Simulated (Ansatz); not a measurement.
Working through a single point in a Gaussian basis of C₄H₇NO, SMILES CC(C=N)C=O

Program: Ansatz 0.2.0, Python API.

The cells in order, each with its output:

```python
import ansatz
```

```python
geometry_ang = [
    ("C", (-0.9494, -1.1506, -0.0059)),
    ("C", (-0.1294, 0.0747, 0.3986)),
    ("C", (1.1634, 0.1084, -0.3664)),
    ("N", (2.2868, 0.087, 0.2534)),
    ("C", (-0.9044, 1.3309, 0.1217)),
    ("O", (-1.1762, 2.1028, 1.0276)),
    ("H", (-1.1899, -1.1253, -1.0913)),
    ("H", (-1.8988, -1.181, 0.5708)),
    ("H", (-0.3799, -2.0792, 0.2134)),
    ("H", (0.0833, 0.0052, 1.49)),
    ("H", (1.1463, 0.1544, -1.4527)),
    ("H", (3.1741, 0.1116, -0.2695)),
    ("H", (-1.226, 1.5608, -0.8898)),
]
system = ansatz.Crystal.molecule()
for symbol, xyz in geometry_ang:
    system = system.atom(symbol, xyz)
```

```python
job = system.calculation()
job = job.basis(gaussian="6-31G")
job = job.functional("r2SCAN", dispersion="d3bj")
trace = []
out = job.session().plan().execute(on_event=trace.append)
data = out.report

data["published_state_doubts"]
```

    DeckWarning: the engine holds no damping parameters fitted to this dispersion correction and functional, so the run takes those fitted to r2scan beside the three-body term, which d3bj leaves out (hamiltonian.dispersion, under Limitations)
    []

```python
data["free_energy_ev"]
```

    -7790.9561577128725

```python
for event in trace:
    if event["event"] == "mean_field_evaluation" and event["data"]["evaluation"] <= 25:
        print("pass {evaluation:3d}  E = {energy_ev:.6f} eV  gradient {gradient_ev:.1e}".format(**event["data"]))
```

    pass   1  E = -7782.063383 eV  gradient 6.4e+01
    pass   2  E = -7762.654853 eV  gradient 1.1e+02
    pass   3  E = -7788.222609 eV  gradient 3.4e+01
    pass   4  E = -7790.828323 eV  gradient 5.5e+00
    pass   5  E = -7790.875989 eV  gradient 3.0e+00
    pass   6  E = -7790.894075 eV  gradient 1.3e+00
    pass   7  E = -7790.897657 eV  gradient 2.5e-01
    pass   8  E = -7790.877280 eV  gradient 2.7e-01
    pass   9  E = -7790.877463 eV  gradient 4.7e-02
    pass  10  E = -7790.877467 eV  gradient 2.1e-02
    pass  11  E = -7790.877468 eV  gradient 3.9e-03
    pass  12  E = -7790.877468 eV  gradient 4.0e-03
    pass  13  E = -7790.877468 eV  gradient 6.3e-04
    pass  14  E = -7790.877468 eV  gradient 1.2e-04
    pass  15  E = -7790.877468 eV  gradient 6.4e-05
    pass  16  E = -7790.877468 eV  gradient 6.5e-05

```python
print(f"E = {data['free_energy_ev']:.6f} eV = {data['free_energy_ev'] / 27.211386246:.7f} Ha")
print("converged:", data["converged"], " doubts:", data["published_state_doubts"] or "none")
```

    E = -7790.956158 eV = -286.3123579 Ha
    converged: True  doubts: none

```python
state = data["mean_field"]["state"]
print(f"mean field: {state['energy']['hartree']:.7f} Ha, <S^2> = {abs(state['spin_squared']):.4f}, stability: {state.get('stability', {}).get('kind')}")
```

    mean field: -286.3094663 Ha, <S^2> = 0.0000, stability: minimum

Caveats:
- The settings weren't tested for convergence.
- Warnings are shown shortened and without file and line.
- The geometry is a force-field or estimated start, not a minimum of this method, and the basis set is short of its limit.
- Early passes use coarser integrals and grids, so their energies can't be compared with the last.
- A dispersion term here runs with damping parameters fitted for another variant or functional.
- It ran for 5.1 s on 1 thread of Arm Neoverse V2, on a shared host, peak memory 0.2 GiB.

(Lines on the test bed's own set-up are left out of the output.)
